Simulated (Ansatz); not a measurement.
Compare A (`C/C=N/C(C)=O`) with its isomer B (`COCCC#N`).

Calculated with Ansatz (gas phase, PBE0-D4/def2-TZVP geometries, no zero-point term in ΔE). CCSD(T)/CBS adds triple-zeta CCSD(T) − MP2 to the extrapolated MP2 energy (def2 sets, frozen cores). Functionals use def2-TZVPP. B3LYP here is the variant with VWN-RPA as its local correlation; programs differ in this. One conformer a species, not always the lowest.

A:

```xyz
13

C    -0.0932    1.3434    2.0005
C    -0.5011    0.5539    0.8144
N     0.2659   -0.2832    0.2578
C    -0.2439   -1.0378   -0.8139
C     0.6684   -1.0722   -2.0031
O    -1.2818   -1.6476   -0.7435
H    -0.1502    2.4141    1.7813
H    -0.7909    1.1574    2.8234
H     0.9182    1.0855    2.3107
H    -1.5161    0.7198    0.4289
H     0.1916   -1.6041   -2.8233
H     0.9339   -0.0572   -2.3082
H     1.5993   -1.5720   -1.7251
```

B:

```xyz
13

C    -0.149    1.750    0.417
O    -0.098    0.539    1.124
C    -0.682   -0.540    0.461
C     0.111   -1.031   -0.755
C     1.464   -1.439   -0.417
N     2.532   -1.765   -0.146
H     0.497    1.746   -0.469
H    -1.176    1.986    0.104
H     0.202    2.529    1.092
H    -0.756   -1.346    1.193
H    -1.698   -0.289    0.121
H     0.163   -0.257   -1.526
H    -0.411   -1.883   -1.199
```

Which is lower in electronic energy at CCSD(T)/CBS, and by how much? (Best estimate.)

Computed: A, by 13.9 kcal/mol.

Give E(B) − E(A) in kcal/mol with HF/def2-TZVPP, CCSD(T)/def2-TZVPP, MP2/def2-TZVPP, r2SCAN-D4, B3LYP-D4, PBE-D4, ωB97M-V. (Best estimate.)

The calculation gave: HF/def2-TZVPP 13.7, CCSD(T)/def2-TZVPP 12.9, MP2/def2-TZVPP 11.5, r2SCAN-D4 19.7, B3LYP-D4 17.6, PBE-D4 20.4, ωB97M-V 15.8. None reverses the order clearly.

Largest T1 diagnostic: 0.015.

From PBE to PBE0 (25 % exact exchange), in def2-TZVPP and without D4, E(B) − E(A) moves by −1.5 kcal/mol. In def2-TZVPP, CCSD(T) changes the Hartree–Fock value by −0.8 kcal/mol (the triples alone add +0.9 kcal/mol) and MP2 by −2.2 kcal/mol.
